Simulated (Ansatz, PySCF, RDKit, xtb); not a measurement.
# Which structure has the formula C2HF?, part 1 of 2

Only the formula C2HF is given. Aim: find the structure of lowest free energy at 200 K, then its properties.

The funnel: GFN2-xTB relaxations, single points with a density functional, relaxations at BLYP-D3(BJ)/def2-SVP, harmonic vibrations, and a last energy at a higher level. All values are calculated.

6 further runs of the same task are left out: 6 set aside as unsound or not needed.

## (1) Drawing up candidates

A program enumerates the bonding patterns with one Lewis structure each (two rings at most, one unusual centre or charged pair), with their diastereomers. O–O, O–halogen and N–halogen bonds and N–N–N chains are not drawn. That gives 3 candidates.

| label | SMILES | spin |
| --- | --- | --- |
| c091 | [C]=CF | singlet |
| c319 | [C]=CF | triplet |
| c621 | C#CF | singlet |

Candidates are built by distance geometry, with a force field where one applies, in up to four conformers (letters a to d). 6 starts with atoms placed at random are added, to find patterns that the rules miss.

## (2) First filter: tight binding

All 10 starts are relaxed the same way. One of them, c210 (atoms placed at random), in full:

The input, start.xyz:

```xyz
4
c210
C     -0.682020    -1.118190    -0.993870
C      0.369360    -0.509450     0.405520
F      0.014550    -0.125750    -0.952220
H      0.525210    -0.827130    -1.010010
```

Launch:

```sh
$ xtb start.xyz --gfn 2 --opt
```

Log, cut to the lines that bear on the results:

```text
* xtb version 6.7.1
[...]
          :  # basis functions                  13          :
[...]
          :  # electrons                        16          :
[...]
          :  Hamiltonian                  GFN2-xTB          :
[...]
          :  net charge                          0          :
          :  unpaired electrons                  0          :
[...]
   *** convergence criteria satisfied after 19 iterations ***
[...]
   *** GEOMETRY OPTIMIZATION CONVERGED AFTER 67 ITERATIONS ***
[...]
   *** convergence criteria satisfied after 3 iterations ***
[...]
         ::                     SUMMARY                     ::
         :::::::::::::::::::::::::::::::::::::::::::::::::::::
         :: total energy              -9.427788804240 Eh    ::
         :: gradient norm              0.000425753529 Eh/a0 ::
         :: HOMO-LUMO gap              7.272252994226 eV    ::
         ::.................................................::
         :: SCC energy                -9.585010261583 Eh    ::
         :: -> isotropic ES            0.006634375401 Eh    ::
         :: -> anisotropic ES          0.001428476852 Eh    ::
         :: -> anisotropic XC          0.003619224416 Eh    ::
         :: -> dispersion             -0.000955954156 Eh    ::
         :: repulsion energy           0.157221457343 Eh    ::
         :: add. restraining           0.000000000000 Eh    ::
         :: total charge              -0.000000000000 e     ::
         :::::::::::::::::::::::::::::::::::::::::::::::::::::
[...]
         8        2.0000           -0.4362225             -11.8702 (HOMO)
         9                         -0.1689721              -4.5980 (LUMO)
[...]
     #   Z          covCN         q      C6AA      α(0)
     1   6          1.909    -0.133    34.837     9.532
     2   6          1.766     0.157    27.451     8.471
     3   9          0.785    -0.140    10.632     3.852
     4   1          0.928     0.116     1.647     2.007
[...]
     #   Z sym  total        # sym  WBO       # sym  WBO       # sym  WBO
 ---------------------------------------------------------------------------
     1   6      3.964 --     2      2.819     4      0.966     3      0.179
     2   6      3.879 --     1      2.819     3      1.051
     3   9      1.242 --     2      1.051     1      0.179
     4   1      0.987 --     1      0.966
 ---------------------------------------------------------------------------
[...]
molecular dipole:
                 x           y           z       tot (Debye)
 q only:        0.186      -0.473       0.148
   full:        0.199      -0.507       0.159       1.442
molecular quadrupole (traceless):
[...]
          | TOTAL ENERGY               -9.427788804240 Eh   |
          | GRADIENT NORM               0.000425753529 Eh/α |
          | HOMO-LUMO GAP               7.272252994226 eV   |
           -------------------------------------------------
[...]
```

Run time: 0.066 s. Hardware: 1 thread of Arm Neoverse V2, shared host.

## (3) The minima found

10 of the 10 relaxations converged; 8 ended on a minimum already found. 2 distinct structures remain:

```
label             start  SMILES after     spin  energy (kcal/mol)
 c696  random and drawn          C#CF  singlet                0.0
c319a             drawn        [C]=CF  triplet              108.4
```

GFN2-xTB has no spin polarisation, so it can't rank spin states and is rough for open shells.

## (4) Screening with a density functional

A choice of the minima (the low ones first, few conformers of a pattern, up to a cap) and the lowest that fell apart get a single point at r2SCAN-D4/def2-SVP on the tight-binding geometry, and one at HF/STO-3G for comparison. The lowest singlets are also tried as triplets at the same geometry (label ending in t). The first, c696:

The input, input.yaml:

```yaml
crystal:
  periodic: [false, false, false]
  atoms:
    - {symbol: C, position_ang: [0.352349, -0.198563, -0.978182]}
    - {symbol: C, position_ang: [0.368653, 0.910708, -0.540643]}
    - {symbol: F, position_ang: [0.334686, -1.392286, -1.449054]}
    - {symbol: H, position_ang: [0.383071, 1.883700, -0.157031]}
basis:
  gaussian:
    orbitals: def2-SVP
hamiltonian:
  xc: {name: r2SCAN}
  dispersion: d4
scf:
  lower_state_search: "off"
output: {orbitals: {seedname: orbitals}}
```

Launch:

```sh
$ ansatz run input.yaml --threads 1 --pin off --max-ram 2610MiB --events-out events.jsonl --progress --plain --runs-dir runs
```

Log, cut to the lines that bear on the results:

```text
Warning: RAYON_NUM_THREADS=1 ignored (pool sized by the plan → 1); use --threads N
Functional definition: r2SCAN
  name "r2SCAN"
[...]
522 factors; their error is unknown
[...]
mean field -4797.74652958 eV, -176.3139329326 hartree, gradient 8.2e-7 eV, S^2 0.000000; 0 other end points of the search recorded, 0 dependent functions left out
reference -4797.74653429 eV, -176.3139331057 hartree; 11, 11 occupied and 36, 36 virtual orbitals, 522 factors
Total energy: -4797.75494213 eV, -176.3142420883 hartree
Checks for a lower state left out: stability, starts, cluster_reference, orbital_swaps, neighbouring_geometries, increment
```

Wall time 0.88 s (1 thread of Arm Neoverse V2, shared host).

Relative energies in kcal/mol, each column from its lowest structure that stays in one piece:

```csv
label,SMILES,spin,GFN2-xTB,HF/STO-3G,r2SCAN-D4/def2-SVP
c696,C#CF,singlet,0.0,0.0,0.0
c319a,[C]=CF,triplet,108.4,43.1,69.3
c696t,C#CF,triplet,–,–,142.2
```

## (5) Refinement at BLYP-D3(BJ)/def2-SVP

3 candidates are relaxed at BLYP-D3(BJ)/def2-SVP (chosen among the lowest in one piece, with other spins of them). The first, c696:

input.yaml: that of step 4 with these lines changed.

```diff
@@ -10,7 +10,8 @@
     orbitals: def2-SVP
+scf:
+  lower_state_search: off
 hamiltonian:
-  xc: {name: r2SCAN}
-  dispersion: d4
-scf:
-  lower_state_search: "off"
-output: {orbitals: {seedname: orbitals}}
+  xc: {name: BLYP}
+  dispersion: d3bj
+relax:
+  f_tol: 0.003
```

Launch:

```sh
$ ansatz run input.yaml --threads 1 --pin off --max-ram 2610MiB --events-out events.jsonl --progress --plain --runs-dir runs
```

Log, cut to the lines that bear on the results:

```text
Warning: RAYON_NUM_THREADS=1 ignored (pool sized by the plan → 1); use --threads N
[...]
Functional definition: BLYP
  name "BLYP"
[...]
522 factors; their error is unknown
[...]
mean field -4799.44658788 eV, -176.3764089227 hartree, gradient 1.7e-6 eV, S^2 0.000000; 0 other end points of the search recorded, 0 dependent functions left out
[...]
reference -4799.44676921 eV, -176.3764155865 hartree; 11, 11 occupied and 36, 36 virtual orbitals, 522 factors
relax step   1: F+E_penalty+E_count = -4799.52899131 eV  Δ(F+E_penalty+E_count) = +0.000e0 eV  max|allowed force component| = 2.080e0 eV/Å  Δτ_max = 0.0000 Å  (14 SCF iters, accepted)
[...]
relax step   4: F+E_penalty+E_count = -4799.58051511 eV  Δ(F+E_penalty+E_count) = -1.297e-5 eV  max|allowed force component| = 4.661e-3 eV/Å  Δτ_max = 0.0005 Å  (12 SCF iters, accepted)
[...]
relax step   5: F+E_penalty+E_count = -4799.58051530 eV  Δ(F+E_penalty+E_count) = -1.869e-7 eV  max|allowed force component| = 1.754e-4 eV/Å  Δτ_max = 0.0001 Å  (8 SCF iters, accepted)
Total energy: -4799.58069877 eV, -176.3813374071 hartree
Atom 0 at     0.352089    -0.215569    -0.984913 Å, force    -0.000175     0.000052     0.000030 eV/Å
Atom 1 at     0.368735     0.915710    -0.538704 Å, force     0.000165     0.000034    -0.000144 eV/Å
Atom 2 at     0.334355    -1.414914    -1.457953 Å, force     0.000063    -0.000026     0.000031 eV/Å
Atom 3 at     0.383579     1.918332    -0.143340 Å, force    -0.000053    -0.000060     0.000083 eV/Å
Dipole moment:     0.001201     0.080520     0.031741 e Å
Checks for a lower state left out: stability, starts, cluster_reference, orbital_swaps, neighbouring_geometries, increment
```

Run time: 2.4 s. Hardware: 1 thread of Arm Neoverse V2, shared host.

Energy change by step (eV): 0.0000, -0.0504, -0.0515, -0.0515, -0.0515.

After the run. Bond lengths: C1–C2 1.216 Å, C1–F3 1.289 Å, C2–H4 1.078 Å. Angles: C2–C1–F3 180.0°, C1–C2–H4 180.0°.

## (6) The relaxed candidates

```csv
label,spin,r2SCAN-D4/def2-SVP (kcal/mol),"BLYP-D3(BJ)/def2-SVP, relaxed (kcal/mol)",time
c696,singlet,0.0,0.0,2.4 s
c696t,triplet,142.2,66.4,2.3 min
c319a,triplet,69.3,75.5,22 s
```

c696: Bond lengths: C1–C2 1.216 Å, C1–F3 1.289 Å, C2–H4 1.078 Å. Angles: C2–C1–F3 180.0°, C1–C2–H4 180.0°.

c696t: Bond lengths: C1–C2 1.335 Å, C1–F3 1.334 Å, C2–H4 1.103 Å. Angles: C2–C1–F3 126.3°, C1–C2–H4 134.1°.

c319a: Bond lengths: C1–C2 1.378 Å, C2–F3 1.352 Å, C2–H4 1.111 Å. Angles: C1–C2–F3 122.5°, C1–C2–H4 124.3°, F3–C2–H4 110.6°.

## (7) Vibrations and thermal terms

The lowest few in one piece go on as finalists. Harmonic vibrations at BLYP-D3(BJ)/def2-SVP test each finalist and give the zero-point energy and the thermal terms. The first, c696:

The input, input.yaml:

```yaml
crystal:
  periodic: [false, false, false]
  atoms:
    - {symbol: C, position_ang: [0.000000, 0.000000, -0.555225]}
    - {symbol: C, position_ang: [0.000000, 0.000000, 0.660987]}
    - {symbol: F, position_ang: [0.000000, 0.000000, -1.844609]}
    - {symbol: H, position_ang: [0.000000, 0.000000, 1.738847]}
basis:
  gaussian:
    orbitals: def2-SVP
hamiltonian:
  xc: {name: BLYP}
  dispersion: d3bj
scf:
  lower_state_search: "off"
phonons: {}
```

Launch:

```sh
$ ansatz run input.yaml --threads 1 --pin off --max-ram 2610MiB --events-out events.jsonl --progress --plain --runs-dir runs
```

Log, cut to the lines that bear on the results:

```text
Warning: RAYON_NUM_THREADS=1 ignored (pool sized by the plan → 1); use --threads N
Functional definition: BLYP
  name "BLYP"
[...]
522 factors; their error is unknown
[...]
mean field -4799.49852072 eV, -176.3783174194 hartree, gradient 1.5e-6 eV, S^2 0.000000; 0 other end points of the search recorded, 0 dependent functions left out
[...]
reference -4799.49870419 eV, -176.3783241619 hartree; 11, 11 occupied and 36, 36 virtual orbitals, 522 factors
[...]
522 factors; their error is unknown
mean field -4799.49850631 eV, -176.3783168899 hartree, gradient 8.0e-7 eV, S^2 0.000000; 0 other end points of the search recorded, 0 dependent functions left out
[...]
reference -4799.49868978 eV, -176.3783236324 hartree; 11, 11 occupied and 36, 36 virtual orbitals, 522 factors
[...]
522 factors; their error is unknown
[...]
522 factors; their error is unknown
mean field -4799.49838744 eV, -176.3783125216 hartree, gradient 7.6e-7 eV, S^2 0.000000; 0 other end points of the search recorded, 0 dependent functions left out
[...]
reference -4799.49857079 eV, -176.3783192595 hartree; 11, 11 occupied and 36, 36 virtual orbitals, 522 factors
Total energy: -4799.58069878 eV, -176.3813374075 hartree
Atom 0 at     0.000000     0.000000    -0.555225 Å, force     0.000000     0.000000    -0.000103 eV/Å
Atom 1 at     0.000000     0.000000     0.660987 Å, force    -0.000000    -0.000000     0.000066 eV/Å
Atom 2 at     0.000000     0.000000    -1.844609 Å, force    -0.000000    -0.000000     0.000058 eV/Å
Atom 3 at     0.000000     0.000000     1.738847 Å, force    -0.000000    -0.000000    -0.000021 eV/Å
Dipole moment:     0.000000    -0.000000     0.086560 e Å
Vibrations: 380.23 380.23 610.71 610.71 1058.28 2251.44 3415.22 cm⁻¹, zero-point energy 0.539754 eV
Checks for a lower state left out: stability, starts, cluster_reference, orbital_swaps, neighbouring_geometries, increment
```

It took 10 s on 1 thread of Arm Neoverse V2, shared host.

## (8) Zero-point energy and free-energy terms

At 200 K and 1 atm, ideal gas, rigid rotor and harmonic oscillator:

| label | SMILES | spin | point group | lowest mode (cm⁻¹) | zero-point (kcal/mol) | G − E (kcal/mol) |
| --- | --- | --- | --- | --- | --- | --- |
| c696 | C#CF | singlet | C∞v | 380 | 12.4 | 3.9 |
| c696t | [CH][C][F] ‡ | triplet | Cs | 459 | 10.9 | 1.0 |
| c319a | [C]=CF | triplet | C1 | 518 | 11.1 | 0.9 |

Chiral structures get −RT ln 2 for their mirror image.

‡ marks the bonded skeleton alone, with all bonds drawn single: no Lewis structure was assigned that passes a check against the bond lengths.

## (9) Last filter: a higher level

Each finalist gets a single point at CCSD(T)/def2-TZVPP.

c696, CCSD(T)/def2-TZVPP:

input.yaml: that of step 7 with these lines changed.

```diff
@@ -9,8 +9,5 @@
   gaussian:
-    orbitals: def2-SVP
-hamiltonian:
-  xc: {name: BLYP}
-  dispersion: d3bj
-scf:
-  lower_state_search: "off"
-phonons: {}
+    orbitals: def2-TZVPP
+correlation:
+  method: ccsd_t
+  frozen_orbitals: {C: 1, H: 0, F: 1}
```

Launch:

```sh
$ ansatz run input.yaml --threads 1 --pin off --max-ram 2610MiB --events-out events.jsonl --progress --plain --runs-dir runs
```

Log, cut to the lines that bear on the results:

```text
Warning: RAYON_NUM_THREADS=1 ignored (pool sized by the plan → 1); use --threads N
Functional definition: HF
  name "HF"
[...]
681 factors; integrals over basis functions are off by at most 1.1e-3 eV
[...]
mean field -4781.51000174 eV, -175.7172515399 hartree, gradient 2.7e-6 eV, S^2 0.000000; 0 other end points of the search recorded, 0 dependent functions left out
3 core orbitals not correlated: weight in the atoms' cores, before any rotation towards them, 1.000 or more for the frozen orbitals, at most 0.000 for the correlated occupied ones
reference -4781.51000174 eV, -175.7172515399 hartree; 8, 8 occupied and 96, 96 virtual orbitals, 681 factors
second order -14.98978220 eV of doubles, -0.00000000 eV of singles
cycle   1  -14.69770495 eV  change    2.9e-1 eV  update   9.2e-2
[...]
cycle  10  -15.17810892 eV  change   -6.6e-6 eV  update   4.0e-6
perturbative correction -0.66076015 eV, -0.0242824876 hartree
Total energy: -4797.34887080 eV, -176.2993192422 hartree
```

Run time: 3.6 s. Hardware: 1 thread of Arm Neoverse V2, shared host.

## (10) c696t at CCSD(T)/def2-TZVPP

The input, input.yaml:

```yaml
crystal:
  periodic: [false, false, false]
  atoms:
    - symbol: C
      position_ang: [0.210521, -0.454727, -0.529489]
    - symbol: C
      position_ang: [0.263885, 0.827606, -0.161003]
    - symbol: F
      position_ang: [0.461614, -0.936797, -1.748045]
    - symbol: H
      position_ang: [0.502739, 1.767477, -0.686373]
basis:
  gaussian:
    orbitals: def2-TZVPP
magnetization:
  spin_polarized: true
  initial_magnetization: 2
correlation:
  method: ccsd_t
  frozen_orbitals: {C: 1, H: 0, F: 1}
scf:
  omitted_lower_state_checks: [cluster_reference]
```

Launch:

```sh
$ ansatz run input.yaml --threads 1 --pin off --max-ram 2610MiB --events-out events.jsonl --progress --plain --runs-dir runs
```

Log, cut to the lines that bear on the results:

```text
Warning: RAYON_NUM_THREADS=1 ignored (pool sized by the plan → 1); use --threads N
Functional definition: HF
  name "HF"
[...]
684 factors; integrals over basis functions are off by at most 8.5e-4 eV
[...]
mean field -4779.60202431 eV, -175.6471346629 hartree, gradient 1.4e-6 eV, S^2 2.063532; 6 other end points of the search recorded, 0 dependent functions left out
3 core orbitals not correlated: weight in the atoms' cores, before any rotation towards them, 1.000 or more for the frozen orbitals, at most 0.000 for the correlated occupied ones
reference -4779.60202431 eV, -175.6471346629 hartree; 9, 7 occupied and 95, 97 virtual orbitals, 684 factors
second order -13.47280007 eV of doubles, -0.00000000 eV of singles
cycle   1  -13.59844928 eV  change   -1.3e-1 eV  update   9.8e-2
[...]
cycle  13  -14.16202080 eV  change   -9.1e-6 eV  update   1.6e-5
perturbative correction -0.58451095 eV, -0.0214803812 hartree
Total energy: -4794.34855606 eV, -176.1890597091 hartree
Checks for a lower state left out: cluster_reference
```

Run time: 32 s. Hardware: 1 thread of Arm Neoverse V2, shared host; peak memory 0.84 GiB.

The reference is strongly spin-contaminated for c319a (⟨S²⟩ 2.47), so the correlated energies there are unreliable.

## (11) Putting it together

Energies in kcal/mol from c696; G adds the thermal terms to the CCSD(T)/def2-TZVPP energy. The columns left of the relaxed level are at the tight-binding geometries.

```
label        SMILES     spin  r2SCAN-D4/def2-SVP  BLYP-D3(BJ)/def2-SVP  HF/def2-TZVPP  MP2/def2-TZVPP  CCSD(T)/def2-TZVPP     G  share at equilibrium     T1
 c696          C#CF  singlet                 0.0                   0.0            0.0             0.0                 0.0   0.0               100.0 %  0.014
c696t  [CH][C][F] ‡  triplet               142.2                  66.4           44.0            79.0                69.2  66.3               < 0.1 %  0.029
c319a        [C]=CF  triplet                69.3                  75.5           43.3            95.9                79.4  76.4               < 0.1 %  0.061
```

‡ marks the bonded skeleton alone, with all bonds drawn single: no Lewis structure was assigned that passes a check against the bond lengths.

Lowest found: c696, `C#CF`, a singlet of point group C∞v. Bond lengths: C1–C2 1.216 Å, C1–F3 1.289 Å, C2–H4 1.078 Å. Angles: C2–C1–F3 180.0°, C1–C2–H4 180.0°.

```xyz
4

C     0.0000    0.0000   -0.5552
C     0.0000    0.0000    0.6610
F     0.0000    0.0000   -1.8446
H     0.0000    0.0000    1.7388
```

## (12) Density, orbitals and dipole (PBE0/def2-TZVPD)

The input, input.yaml:

```yaml
crystal:
  periodic: [false, false, false]
  atoms:
    - {symbol: C, position_ang: [0.000000, 0.000000, -0.555225]}
    - {symbol: C, position_ang: [0.000000, 0.000000, 0.660987]}
    - {symbol: F, position_ang: [0.000000, 0.000000, -1.844609]}
    - {symbol: H, position_ang: [0.000000, 0.000000, 1.738847]}
basis:
  gaussian:
    orbitals: def2-TZVPD
hamiltonian:
  xc: pbe0
output:
  forces: true
  orbitals: {seedname: orbitals}
```

Launch:

```sh
$ ansatz run input.yaml --threads 1 --pin off --max-ram 2610MiB --events-out events.jsonl --progress --plain --runs-dir runs
```

Log, cut to the lines that bear on the results:

```text
Warning: RAYON_NUM_THREADS=1 ignored (pool sized by the plan → 1); use --threads N
Functional definition: PBE0
  name "PBE0"
[...]
596 factors; their error is unknown
[...]
mean field -4800.77890751 eV, -176.4253707662 hartree, gradient 3.6e-5 eV, S^2 0.000000; 0 other end points of the search recorded, 0 dependent functions left out
[...]
reference -4800.77893414 eV, -176.4253717449 hartree; 11, 11 occupied and 112, 112 virtual orbitals, 596 factors
Total energy: -4800.77893414 eV, -176.4253717449 hartree
Atom 0 at     0.000000     0.000000    -0.555225 Å, force     0.000000     0.000000     1.438745 eV/Å
Atom 1 at     0.000000     0.000000     0.660987 Å, force     0.000000    -0.000000    -1.944612 eV/Å
Atom 2 at     0.000000     0.000000    -1.844609 Å, force    -0.000000     0.000000     1.071432 eV/Å
Atom 3 at     0.000000     0.000000     1.738847 Å, force    -0.000000     0.000000    -0.565565 eV/Å
Dipole moment:    -0.000000    -0.000000     0.142391 e Å
```

It took 2.3 s on 1 thread of Arm Neoverse V2, shared host.

## (13) Frequencies after a tight-binding relaxation (GFN2-xTB)

The input, start.xyz:

```xyz
4
c696
C      0.000000     0.000000    -0.555225
C      0.000000     0.000000     0.660987
F      0.000000     0.000000    -1.844609
H      0.000000     0.000000     1.738847
```

Launch:

```sh
$ xtb start.xyz --gfn 2 --ohess tight
```

Log, cut to the lines that bear on the results:

```text
* xtb version 6.7.1
[...]
          :  # basis functions                  13          :
[...]
          :  # electrons                        16          :
[...]
          :  Hamiltonian                  GFN2-xTB          :
[...]
          :  net charge                          0          :
          :  unpaired electrons                  0          :
[...]
   *** convergence criteria satisfied after 10 iterations ***
[...]
   *** GEOMETRY OPTIMIZATION CONVERGED AFTER 4 ITERATIONS ***
[...]
   *** convergence criteria satisfied after 3 iterations ***
[...]
         ::                     SUMMARY                     ::
         :::::::::::::::::::::::::::::::::::::::::::::::::::::
         :: total energy              -9.427788967592 Eh    ::
         :: gradient norm              0.000295896648 Eh/a0 ::
         :: HOMO-LUMO gap              7.273881726695 eV    ::
         ::.................................................::
         :: SCC energy                -9.585189003218 Eh    ::
         :: -> isotropic ES            0.006636756878 Eh    ::
         :: -> anisotropic ES          0.001427717972 Eh    ::
         :: -> anisotropic XC          0.003612280185 Eh    ::
         :: -> dispersion             -0.000955968286 Eh    ::
         :: repulsion energy           0.157400035626 Eh    ::
         :: add. restraining           0.000000000000 Eh    ::
         :: total charge              -0.000000000000 e     ::
         :::::::::::::::::::::::::::::::::::::::::::::::::::::
[...]
         8        2.0000           -0.4362643             -11.8714 (HOMO)
         9                         -0.1689541              -4.5975 (LUMO)
[...]
     #   Z          covCN         q      C6AA      α(0)
     1   6          1.766     0.157    27.450     8.471
     2   6          1.909    -0.133    34.837     9.532
     3   9          0.785    -0.140    10.632     3.852
     4   1          0.928     0.116     1.647     2.007
[...]
molecular dipole:
                 x           y           z       tot (Debye)
 q only:        0.000       0.000       0.530
   full:        0.000       0.000       0.567       1.442
molecular quadrupole (traceless):
[...]
          | TOTAL ENERGY               -9.427788967592 Eh   |
          | TOTAL ENTHALPY             -9.403544313696 Eh   |
          | TOTAL FREE ENERGY          -9.430267109570 Eh   |
          | GRADIENT NORM               0.000295896820 Eh/α |
[...]
```

Wall time 0.034 s (1 thread of Arm Neoverse V2, shared host).

(Continued in part 2 of 2.)
